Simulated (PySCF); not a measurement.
C2H2F, charge +2, doublet, geometry from GFN2-xTB of the parent state (a state made from the parent by changing its charge; the spin is typed, not shown lowest); B3LYP/6-31G (PySCF).

Input for PySCF:
```python
from pyscf import gto, scf, dft

mol = gto.Mole()
mol.atom = '''
    C     0.03831317    0.37748676   -0.00198934
    C     1.23935301   -0.08688495   -0.03729312
    F    -1.07331666   -0.38169762    0.03330233
    H    -0.24782299    1.43729641    0.00433304
    H     2.24167587    0.25437132   -0.06835927
'''
mol.basis = '6-31g'
mol.charge = 2
mol.spin = 1
mol.verbose = 4
mol.build()

mf = dft.ROKS(mol)
mf.xc = 'b3lyp'
mf.kernel()
```

The log (banner, timings and long lists left out):

```
PySCF version 2.14.0

[INPUT] verbose = 4
[INPUT] num. atoms = 5
[INPUT] num. electrons = 21
[INPUT] charge = 2
[INPUT] spin (= nelec alpha-beta = 2S) = 1
[INPUT] symmetry False subgroup None
[INPUT] Mole.unit = angstrom
[INPUT] Symbol           X                Y                Z      unit          X                Y                Z       unit  Magmom
[INPUT]  1 C      0.038313170000   0.377486760000  -0.001989340000 AA    0.072401398264   0.713346592049  -0.003759307769 Bohr   0.0
[INPUT]  2 C      1.239353010000  -0.086884950000  -0.037293120000 AA    2.342037760555  -0.164188759847  -0.070473783131 Bohr   0.0
[INPUT]  3 F     -1.073316660000  -0.381697620000   0.033302330000 AA   -2.028274532333  -0.721303964198   0.062932283010 Bohr   0.0
[INPUT]  4 H     -0.247822990000   1.437296410000   0.004333040000 AA   -0.468317578471   2.716096574721   0.008188258887 Bohr   0.0
[INPUT]  5 H      2.241675870000   0.254371320000  -0.068359270000 AA    4.236153454346   0.480692128744  -0.129180298375 Bohr   0.0

nuclear repulsion = 61.065224425223
number of shells = 19
number of NR pGTOs = 74
number of NR cGTOs = 31
basis = 6-31g
ecp = {}

******** <class 'pyscf.dft.roks.ROKS'> ********
method = ROKS
initial guess = minao
damping factor = 0
level_shift factor = 0
DIIS = <class 'pyscf.scf.diis.CDIIS'>
diis_start_cycle = 1
diis_space = 8
diis_damp = 0
SCF conv_tol = 1e-09
SCF conv_tol_grad = None
SCF max_cycles = 50
direct_scf = True
direct_scf_tol = 1e-13
num. doubly occ = 10  num. singly occ = 1
XC library pyscf.dft.libxc version 7.1.2
    S. Lehtola, C. Steigemann, M. J. T. Oliveira, and M. A. L. Marques,  SoftwareX 7, 1–5 (2018)
XC functionals = b3lyp
    P. J. Stephens, F. J. Devlin, C. F. Chabalowski, and M. J. Frisch,  J. Phys. Chem. 98, 11623 (1994)
radial grids:
    Treutler-Ahlrichs [JCP 102, 346 (1995); DOI:10.1063/1.469408] (M4) radial grids

becke partition: Becke, JCP 88, 2547 (1988); DOI:10.1063/1.454033
pruning grids: <function nwchem_prune>
grids dens level: 3
symmetrized grids: False
atomic radii adjust function: <function treutler_atomic_radii_adjust>
small_rho_cutoff = 0
Set gradient conv threshold to 3.16228e-05
tot grids = 62120
init E= -177.400589566543
  HOMO = -0.294296328522167  LUMO = -0.224346498623798  gap/eV = 1.90343
cycle= 1 E= -175.803376694384  delta_E=  1.6  |g|= 0.683  |ddm|= 1.47
  HOMO = -0.924652486401535  LUMO = -0.860683643221738  gap/eV = 1.74068
cycle= 2 E= -171.078990039969  delta_E= 4.72  |g|= 3.59  |ddm|= 2.05

WARN: HOMO -0.555012382368798 >= LUMO -0.988056497032916

cycle= 3 E= -175.436438255938  delta_E= -4.36  |g|= 0.623  |ddm|= 3.55

WARN: HOMO -0.877911982983215 >= LUMO -0.948002651209142

cycle= 4 E= -175.882647812812  delta_E= -0.446  |g|= 0.361  |ddm|= 3.15
  HOMO = -0.893898017068402  LUMO = -0.840971551898368  gap/eV = 1.44020
cycle= 5 E= -175.966746599648  delta_E= -0.0841  |g|= 0.136  |ddm|=    1
  HOMO = -0.907679951013419  LUMO = -0.845181147499887  gap/eV = 1.70068
cycle= 6 E= -175.974991571569  delta_E= -0.00824  |g|= 0.044  |ddm|= 0.104
  HOMO = -0.913518503673652  LUMO = -0.831412840693838  gap/eV = 2.23421
cycle= 7 E= -175.976056789852  delta_E= -0.00107  |g|= 0.011  |ddm|= 0.0558
  HOMO = -0.915903158237977  LUMO = -0.830543757797715  gap/eV = 2.32275
cycle= 8 E= -175.976132556413  delta_E= -7.58e-05  |g|= 0.00621  |ddm|= 0.0172
  HOMO = -0.91510370441229  LUMO = -0.830246462451523  gap/eV = 2.30908
cycle= 9 E= -175.976142517962  delta_E= -9.96e-06  |g|= 0.00275  |ddm|= 0.00458
  HOMO = -0.914960851229936  LUMO = -0.830290533094688  gap/eV = 2.30400
cycle= 10 E= -175.976143684997  delta_E= -1.17e-06  |g|= 0.00142  |ddm|= 0.00234
  HOMO = -0.914935019926679  LUMO = -0.830272539894983  gap/eV = 2.30378
cycle= 11 E= -175.976144076117  delta_E= -3.91e-07  |g|= 0.000866  |ddm|= 0.000766
  HOMO = -0.914978421346909  LUMO = -0.830335317428617  gap/eV = 2.30326
cycle= 12 E= -175.976144367042  delta_E= -2.91e-07  |g|= 0.000123  |ddm|= 0.000684
  HOMO = -0.914987002770465  LUMO = -0.830331354502815  gap/eV = 2.30360
cycle= 13 E= -175.976144372649  delta_E= -5.61e-09  |g|= 1.3e-05  |ddm|= 0.000133
  HOMO = -0.914988323763635  LUMO = -0.830332583014438  gap/eV = 2.30360
cycle= 14 E= -175.976144372716  delta_E= -6.68e-11  |g|= 1.8e-06  |ddm|= 1.52e-05
  HOMO = -0.914988143427526  LUMO = -0.830332534558758  gap/eV = 2.30360
Extra cycle  E= -175.976144372714  delta_E= 1.82e-12  |g|= 4.15e-06  |ddm|= 3.77e-06
converged SCF energy = -175.976144372714
```
